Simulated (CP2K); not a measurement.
**C3H3F3 (3,3,3-trifluoropropene), step by step**

We compute a series of 8 runs (HF/TZVP-MOLOPT-PBE0-GTH) of C3H3F3. The setting varied is the cutoff. 

Program for the calculation: CP2K 2026.2.

8 further runs of the same task are left out: 8 set aside as unsound or not needed.

**1. Starting point**

C3H3F3 has 9 atoms, charge 0, and is taken as a singlet. SMILES: `C=CC(F)(F)F`. The shape is that of a GFN2-xTB optimisation.

Bond lengths: C1–C2 1.319 Å, C2–C3 1.501 Å, C3–F4 1.345 Å, C3–F5 1.340 Å, C3–F6 1.345 Å, C1–H7 1.078 Å, C1–H8 1.076 Å, C2–H9 1.079 Å. Some angles: C1–C2–C3 121.4°, C2–C3–F4 112.5°, C2–C3–F5 112.1°, C2–C3–F6 112.6°, F4–C3–F5 106.6°, F4–C3–F6 106.0°, F5–C3–F6 106.6°, C1–C2–H9 123.9°, C3–C2–H9 114.7°, C2–C1–H7 121.6°.

**2. Energy and forces at HF/TZVP-MOLOPT-PBE0-GTH (core potential, admm exchange PBEX, admm type ADMM2) (run 1)**

gas.inp reads:

```
&global
   project gas
   run_type ENERGY_FORCE
   print_level MEDIUM
&end global
&force_eval
   method Quickstep
   &dft
      basis_set_file_name BASIS_MOLOPT_UZH
      basis_set_file_name BASIS_ADMM_UZH
      potential_file_name POTENTIAL_UZH
      charge 0
      multiplicity 1
      &qs
         method GPW
         eps_default 1.0E-10
      &end qs
      &mgrid
         cutoff 350
         rel_cutoff 50
         ngrids 4
      &end mgrid
      &poisson
         periodic NONE
         poisson_solver MULTIPOLE
      &end poisson
      &scf
         scf_guess ATOMIC
         eps_scf 1.0E-06
         max_scf 100
         added_mos 3
         &diagonalization
            algorithm STANDARD
         &end diagonalization
         &mixing
            method DIRECT_P_MIXING
            alpha 0.4
         &end mixing
      &end scf
      &xc
         &xc_functional NONE
         &end xc_functional
         &hf
            fraction 1
            &screening
               eps_schwarz 1.0E-09
               screen_on_initial_p F
            &end screening
            &interaction_potential
               potential_type COULOMB
            &end interaction_potential
            &memory
               max_memory 1750
            &end memory
         &end hf
      &end xc
      &auxiliary_density_matrix_method
         admm_type ADMM2
         exch_correction_func PBEX
      &end auxiliary_density_matrix_method
      &print
         &moments
            periodic F
            reference COM
            max_moment 1
         &end moments
         &mo ON
            energies T
            occupation_numbers T
            ndigits 6
            &each
               qs_scf 0
            &end each
            add_last NUMERIC
         &end mo
         &hirshfeld OFF
         &end hirshfeld
      &end print
   &end dft
   &subsys
      &cell
         abc [angstrom] 9.6 11.3 9.9
         periodic NONE
      &end cell
      &coord
         UNIT bohr
         C      0.1452066    -2.5410769     0.7238785
         C     -0.7786616    -0.2281655     0.8426100
         C      0.2025408     1.8438058    -0.8275300
         F     -0.0978689     1.3274948    -3.2988949
         F     -0.9687114     4.0474532    -0.4026062
         F      2.6873984     2.2672556    -0.4983964
         H      1.6383737    -3.0280593    -0.5730594
         H     -0.5591133    -4.0251922     1.9209444
         H     -2.2691453     0.3364846     2.1130351
      &end coord
      &topology
         &center_coordinates
         &end center_coordinates
      &end topology
      &kind C
         basis_set ORB TZVP-MOLOPT-PBE0-GTH-q4
         basis_set AUX_FIT admm-dzp-q4
         potential GTH-PBE0-q4
      &end kind
      &kind F
         basis_set ORB TZVP-MOLOPT-PBE0-GTH-q7
         basis_set AUX_FIT admm-dzp-q7
         potential GTH-PBE0-q7
      &end kind
      &kind H
         basis_set ORB TZVP-MOLOPT-PBE0-GTH-q1
         basis_set AUX_FIT admm-dzp-q1
         potential GTH-PBE0-q1
      &end kind
   &end subsys
   &print
      &forces ON
      &end forces
   &end print
&end force_eval
```

Command:

```console
$ OMP_NUM_THREADS=2 cp2k.psmp gas.inp > gas.out
```

Output:

```text
CP2K| version string:                                       CP2K version 2026.2
[...]
 GLOBAL| Method name                                                        CP2K
[...]
 GLOBAL| Run type                                                   ENERGY_FORCE
[...]
 DFT| Spin restricted Kohn-Sham (RKS) calculation                            RKS
 DFT| Multiplicity                                                             1
[...]
 DFT| Charge                                                                   0
[...]
 QS| Method:                                                                 GPW
[...]
 QS| Density cutoff [a.u.]:                                                175.0
[...]
 QS| Relative density cutoff [a.u.]:                                        25.0
[...]
                             - Atoms:                                          9
[...]
                             - Spherical basis functions:                    120
[...]
 Number of electrons:                                                         36
[...]
     1 P_Mix/Diag. 0.40E+00    2.4     2.58828638       -84.6003065682 -8.46E+01
[...]
    18 DIIS/Diag.  0.68E-06    1.7     0.00000040       -89.6590068873 -4.90E-12
  *** SCF run converged in    18 steps ***
[...]
  Overlap energy of the core charge distribution:               0.00000291305911
  Self energy of the core charge distribution:               -240.81267001333561
  Core Hamiltonian energy:                                     67.30441908183400
  Hartree energy:                                             102.16688689095642
  Exchange-correlation energy:                                 -1.24057782732957
  Hartree-Fock Exchange energy:                               -17.07706793249736
  Total energy:                                               -89.65900688731301
[...]
  Dipole moment [Debye]
    X= -0.6706327E+00 Y= -0.2307819E+01 Z=  0.1448395E+01  Total=      2.8059978
  Decoupling Energy:                                               0.0003388928
 ENERGY| Total FORCE_EVAL ( QS ) energy [hartree]            -89.659006887313097
[...]
```

It took 37 s on 2 threads of Arm Neoverse V1, shared host; peak memory 1.1 GiB.

**3. The distorted shape: energy and gradient at HF/TZVP-MOLOPT-PBE0-GTH (core potential, admm exchange PBEX, admm type ADMM2) (run 2)**

molecule.inp reads:

```
&GLOBAL
    PROJECT_NAME molecule
    RUN_TYPE ENERGY_FORCE
    PRINT_LEVEL MEDIUM
&END GLOBAL

&FORCE_EVAL
    METHOD Quickstep
    &DFT
        BASIS_SET_FILE_NAME BASIS_MOLOPT_UZH
        BASIS_SET_FILE_NAME BASIS_ADMM_UZH
        POTENTIAL_FILE_NAME POTENTIAL_UZH
        CHARGE 0
        MULTIPLICITY 1
        ! Quickstep
        &QS
            METHOD GPW
            EPS_DEFAULT 1.0E-10
        &END QS
        ! plane-wave cutoff in Ry
        &MGRID
            CUTOFF 350
            REL_CUTOFF 50
            NGRIDS 4
        &END MGRID
        ! isolated system
        &POISSON
            PERIODIC NONE
            POISSON_SOLVER MULTIPOLE
        &END POISSON
        ! self-consistent field
        &SCF
            SCF_GUESS ATOMIC
            EPS_SCF 1.0E-06
            MAX_SCF 100
            ADDED_MOS 3
            &DIAGONALIZATION
                ALGORITHM STANDARD
            &END DIAGONALIZATION
            &MIXING
                METHOD DIRECT_P_MIXING
                ALPHA 0.4
            &END MIXING
        &END SCF
        &XC
            &XC_FUNCTIONAL NONE
            &END XC_FUNCTIONAL
            ! exact exchange
            &HF
                FRACTION 1
                &SCREENING
                    EPS_SCHWARZ 1.0E-09
                    SCREEN_ON_INITIAL_P F
                &END SCREENING
                &INTERACTION_POTENTIAL
                    POTENTIAL_TYPE COULOMB
                &END INTERACTION_POTENTIAL
                &MEMORY
                    MAX_MEMORY 1750
                &END MEMORY
            &END HF
        &END XC
        &AUXILIARY_DENSITY_MATRIX_METHOD
            ADMM_TYPE ADMM2
            EXCH_CORRECTION_FUNC PBEX
        &END AUXILIARY_DENSITY_MATRIX_METHOD
        &PRINT
            &MOMENTS
                PERIODIC F
                REFERENCE COM
                MAX_MOMENT 1
            &END MOMENTS
            &MO ON
                ENERGIES T
                OCCUPATION_NUMBERS T
                NDIGITS 6
                &EACH
                    QS_SCF 0
                &END EACH
                ADD_LAST NUMERIC
            &END MO
            &HIRSHFELD OFF
            &END HIRSHFELD
        &END PRINT
    &END DFT
    &SUBSYS
        ! box in angstrom
        &CELL
            ABC [angstrom] 9.6 11.3 9.9
            PERIODIC NONE
        &END CELL
        &COORD
            UNIT bohr
            C     -0.7507409    -2.2488724     1.5020828
            C     -1.6746092     0.0640390     1.6208143
            C     -0.6934067     2.1360104    -0.0493256
            F     -0.9938164     1.6196994    -2.5206906
            F     -1.8646589     4.3396578     0.3755982
            F      1.7914509     2.5594602     0.2798080
            H      1.6383737    -3.0280593    -0.5730594
            H     -1.4550608    -3.7329877     2.6991487
            H     -3.1650928     0.6286892     2.8912394
        &END COORD
        &TOPOLOGY
            &CENTER_COORDINATES
            &END CENTER_COORDINATES
        &END TOPOLOGY
        &KIND C
            BASIS_SET ORB TZVP-MOLOPT-PBE0-GTH-q4
            BASIS_SET AUX_FIT admm-dzp-q4
            POTENTIAL GTH-PBE0-q4
        &END KIND
        &KIND F
            BASIS_SET ORB TZVP-MOLOPT-PBE0-GTH-q7
            BASIS_SET AUX_FIT admm-dzp-q7
            POTENTIAL GTH-PBE0-q7
        &END KIND
        &KIND H
            BASIS_SET ORB TZVP-MOLOPT-PBE0-GTH-q1
            BASIS_SET AUX_FIT admm-dzp-q1
            POTENTIAL GTH-PBE0-q1
        &END KIND
    &END SUBSYS
    &PRINT
        &FORCES ON
        &END FORCES
    &END PRINT
&END FORCE_EVAL
```

Command:

```console
$ OMP_NUM_THREADS=2 cp2k.psmp -i molecule.inp > molecule.out 2>&1
```

Output:

```text
CP2K| version string:                                       CP2K version 2026.2
[...]
 GLOBAL| Method name                                                        CP2K
[...]
 GLOBAL| Run type                                                   ENERGY_FORCE
[...]
 DFT| Spin restricted Kohn-Sham (RKS) calculation                            RKS
 DFT| Multiplicity                                                             1
[...]
 DFT| Charge                                                                   0
[...]
 QS| Method:                                                                 GPW
[...]
 QS| Density cutoff [a.u.]:                                                175.0
[...]
 QS| Relative density cutoff [a.u.]:                                        25.0
[...]
                             - Atoms:                                          9
[...]
                             - Spherical basis functions:                    120
[...]
 Number of electrons:                                                         36
[...]
     1 P_Mix/Diag. 0.40E+00    2.4     2.39805044       -84.1909213587 -8.42E+01
[...]
    19 DIIS/Diag.  0.10E-05    1.7     0.00000068       -89.5526736667 -2.91E-12
  *** SCF run converged in    19 steps ***
[...]
  Overlap energy of the core charge distribution:               0.00000242447985
  Self energy of the core charge distribution:               -240.81267001333561
  Core Hamiltonian energy:                                     66.89970526685622
  Hartree energy:                                             102.50379087640846
  Exchange-correlation energy:                                 -1.23569334097433
  Hartree-Fock Exchange energy:                               -16.90780888008916
  Total energy:                                               -89.55267366665456
[...]
  Dipole moment [Debye]
    X= -0.8542724E+00 Y= -0.2124804E+01 Z=  0.1567566E+01  Total=      2.7752182
  Decoupling Energy:                                               0.0003745110
 ENERGY| Total FORCE_EVAL ( QS ) energy [hartree]            -89.552673666655480
[...]
```

Wall time 39 s (2 threads of Arm Neoverse V1, shared host); peak memory 1.1 GiB.

Runs 3 to 7 aren't shown in full; the table further down has their settings and results.

**4. The distorted shape: energy and forces at HF/TZVP-MOLOPT-PBE0-GTH (core potential, admm exchange PBEX, admm type ADMM2) (run 8)**

mol.inp reads:

```
&GLOBAL
   PROJECT mol
   RUN_TYPE ENERGY_FORCE
   PRINT_LEVEL MEDIUM
&END GLOBAL
&FORCE_EVAL
   METHOD QS
   &DFT
      BASIS_SET_FILE_NAME BASIS_MOLOPT_UZH
      BASIS_SET_FILE_NAME BASIS_ADMM_UZH
      POTENTIAL_FILE_NAME POTENTIAL_UZH
      CHARGE 0
      MULTIPLICITY 1
      &QS
         METHOD GPW
         EPS_DEFAULT 1.0E-10
      &END QS
      &MGRID
         CUTOFF 800
         REL_CUTOFF 50
         NGRIDS 4
      &END MGRID
      &POISSON
         PERIODIC NONE
         POISSON_SOLVER MULTIPOLE
      &END POISSON
      &SCF
         SCF_GUESS ATOMIC
         EPS_SCF 1.0E-06
         MAX_SCF 100
         ADDED_MOS 3
         &DIAGONALIZATION
            ALGORITHM STANDARD
         &END DIAGONALIZATION
         &MIXING
            METHOD DIRECT_P_MIXING
            ALPHA 0.4
         &END MIXING
      &END SCF
      &XC
         &XC_FUNCTIONAL NONE
         &END XC_FUNCTIONAL
         &HF
            FRACTION 1
            &SCREENING
               EPS_SCHWARZ 1.0E-09
               SCREEN_ON_INITIAL_P F
            &END SCREENING
            &INTERACTION_POTENTIAL
               POTENTIAL_TYPE COULOMB
            &END INTERACTION_POTENTIAL
            &MEMORY
               MAX_MEMORY 1750
            &END MEMORY
         &END HF
      &END XC
      &AUXILIARY_DENSITY_MATRIX_METHOD
         ADMM_TYPE ADMM2
         EXCH_CORRECTION_FUNC PBEX
      &END AUXILIARY_DENSITY_MATRIX_METHOD
      &PRINT
         &MOMENTS
            PERIODIC F
            REFERENCE COM
            MAX_MOMENT 1
         &END MOMENTS
         &MO ON
            ENERGIES T
            OCCUPATION_NUMBERS T
            NDIGITS 6
            &EACH
               QS_SCF 0
            &END EACH
            ADD_LAST NUMERIC
         &END MO
         &HIRSHFELD OFF
         &END HIRSHFELD
      &END PRINT
   &END DFT
   &SUBSYS
      &CELL
         ABC [angstrom] 9.6 11.3 9.9
         PERIODIC NONE
      &END CELL
      &COORD
         UNIT bohr
         C     -0.7507409    -2.2488724     1.5020828
         C     -1.6746092     0.0640390     1.6208143
         C     -0.6934067     2.1360104    -0.0493256
         F     -0.9938164     1.6196994    -2.5206906
         F     -1.8646589     4.3396578     0.3755982
         F      1.7914509     2.5594602     0.2798080
         H      1.6383737    -3.0280593    -0.5730594
         H     -1.4550608    -3.7329877     2.6991487
         H     -3.1650928     0.6286892     2.8912394
      &END COORD
      &TOPOLOGY
         &CENTER_COORDINATES
         &END CENTER_COORDINATES
      &END TOPOLOGY
      &KIND C
         BASIS_SET ORB TZVP-MOLOPT-PBE0-GTH-q4
         BASIS_SET AUX_FIT admm-dzp-q4
         POTENTIAL GTH-PBE0-q4
      &END KIND
      &KIND F
         BASIS_SET ORB TZVP-MOLOPT-PBE0-GTH-q7
         BASIS_SET AUX_FIT admm-dzp-q7
         POTENTIAL GTH-PBE0-q7
      &END KIND
      &KIND H
         BASIS_SET ORB TZVP-MOLOPT-PBE0-GTH-q1
         BASIS_SET AUX_FIT admm-dzp-q1
         POTENTIAL GTH-PBE0-q1
      &END KIND
   &END SUBSYS
   &PRINT
      &FORCES ON
      &END FORCES
   &END PRINT
&END FORCE_EVAL
```

Command:

```console
$ OMP_NUM_THREADS=2 cp2k.psmp -i mol.inp > mol.out 2>&1
```

Output:

```text
CP2K| version string:                                       CP2K version 2026.2
[...]
 GLOBAL| Method name                                                        CP2K
[...]
 GLOBAL| Run type                                                   ENERGY_FORCE
[...]
 DFT| Spin restricted Kohn-Sham (RKS) calculation                            RKS
 DFT| Multiplicity                                                             1
[...]
 DFT| Charge                                                                   0
[...]
 QS| Method:                                                                 GPW
[...]
 QS| Density cutoff [a.u.]:                                                400.0
[...]
 QS| Relative density cutoff [a.u.]:                                        25.0
[...]
                             - Atoms:                                          9
[...]
                             - Spherical basis functions:                    120
[...]
 Number of electrons:                                                         36
[...]
     1 P_Mix/Diag. 0.40E+00    6.5     2.39796367       -84.1901307694 -8.42E+01
[...]
    19 DIIS/Diag.  0.10E-05    6.2     0.00000068       -89.5521252525 -2.69E-12
  *** SCF run converged in    19 steps ***
[...]
  Overlap energy of the core charge distribution:               0.00000242447985
  Self energy of the core charge distribution:               -240.81267001333561
  Core Hamiltonian energy:                                     66.89934139831870
  Hartree energy:                                             102.50446587737127
  Exchange-correlation energy:                                 -1.23499763302763
  Hartree-Fock Exchange energy:                               -16.90826730627727
  Total energy:                                               -89.55212525247070
[...]
  Dipole moment [Debye]
    X= -0.8541446E+00 Y= -0.2123137E+01 Z=  0.1565609E+01  Total=      2.7727978
  Decoupling Energy:                                               0.0003739452
 ENERGY| Total FORCE_EVAL ( QS ) energy [hartree]            -89.552125252471797
[...]
```

Wall time 2.1 min (2 threads of Arm Neoverse V1, shared host); peak memory 3 GiB.

**5. Overview of the runs**

| run | cutoff | partner | energy (Eh) | dipole moment (D) | HOMO energy (eV) | LUMO energy (eV) | wall time |
| --- | --- | --- | --- | --- | --- | --- | --- |
| 1 | 350 | base | -89.659007 | 2.81 | -11.04 | 2.36 | 37 s |
| 2 | 350 | C1–H7 1.72 Å | -89.552674 | 2.78 | -11.21 | 2.19 | 39 s |
| 3 | 450 | base | -89.658405 | 2.80 | -11.04 | 2.36 | 48 s |
| 4 | 450 | C1–H7 1.72 Å | -89.552065 | 2.77 | -11.21 | 2.19 | 50 s |
| 5 | 600 | base | -89.658368 | 2.80 | -11.04 | 2.36 | 72 s |
| 6 | 600 | C1–H7 1.72 Å | -89.552011 | 2.77 | -11.21 | 2.19 | 80 s |
| 7 | 800 | base | -89.658485 | 2.80 | -11.04 | 2.36 | 2.1 min |
| 8 | 800 | C1–H7 1.72 Å | -89.552125 | 2.77 | -11.21 | 2.19 | 2.1 min |

Convergence of the total energy of singlet C3H3F3 with the cutoff, against the last point:

| cutoff | from the last (mEh) | wall time |
| --- | --- | --- |
| 350 Ry | -0.521 | 37 s |
| 450 Ry | +0.080 | 48 s |
| 600 Ry | +0.117 | 72 s |
| 800 Ry | +0.000 | 2.1 min |

Convergence of the HOMO energy of singlet C3H3F3 with the cutoff, against the last point:

| cutoff | from the last (eV) | wall time |
| --- | --- | --- |
| 350 Ry | -0.0012 | 37 s |
| 450 Ry | -0.0006 | 48 s |
| 600 Ry | -0.0001 | 72 s |
| 800 Ry | +0.0000 | 2.1 min |

**6. Results**

| quantity | value |
| --- | --- |
| distorted shape, run 8: total energy | -89.55213 Eh |
| distorted shape, run 8: dipole moment | 2.77 D |
| distorted shape, run 8: HOMO energy | -11.21 eV |
| distorted shape, run 8: LUMO energy | 2.19 eV |
| distorted shape, run 8: HOMO–LUMO gap | 13.40 eV |
| distorted shape, run 8: largest force on an atom | 5.481 eV/Å |
| energy change with the C1–H7 bond stretched from 1.078 to 1.725 Å (run 1, cutoff 350) | 2.893 eV |
| energy change with the C1–H7 bond stretched from 1.078 to 1.725 Å (run 3, cutoff 450) | 2.894 eV |
| energy change with the C1–H7 bond stretched from 1.078 to 1.725 Å (run 5, cutoff 600) | 2.894 eV |
| energy change with the C1–H7 bond stretched from 1.078 to 1.725 Å (run 7, cutoff 800) | 2.894 eV |

For the total energy of singlet C3H3F3 to stay within 0.5 mEh of the last point, 450 Ry is the first point of the series from which all later ones do (48 s against 2.1 min). For the HOMO energy of singlet C3H3F3 to stay within 0.001 eV of the last point, 450 Ry is the first point of the series from which all later ones do (48 s against 2.1 min). All runs together took 9.6 min, the longest 2.1 min.
